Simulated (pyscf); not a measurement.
PySCF, gas phase, ωB97X-D3(BJ)/def2-SVP geometries.

### Question
How much does it cost (ΔH, 298 K, ωB97M-D3(BJ)/def2-TZVP) to split HO–Ge(GeH₃)(GeH₃)–GeH₂–Cl at its Cl–Ge bond into HO–Ge(GeH₂•)(GeH₃)–GeH₃ + Cl•?

### Answer
Cl–Ge to HO–Ge(GeH₂•)(GeH₃)–GeH₃ + Cl•: 397.2 kJ/mol. The 7 functionals that were run give +387.1 (B3LYP-D3(BJ)) to +414.3 kJ/mol (ωB97X-D3(BJ)/def2-TZVP). Other isomers of HO–Ge(GeH₂•)(GeH₃)–GeH₃ were not searched in full and may lie lower. Left out: the spin-orbit lowering of Cl. Elements up to Kr have no core potential and no relativistic terms here.
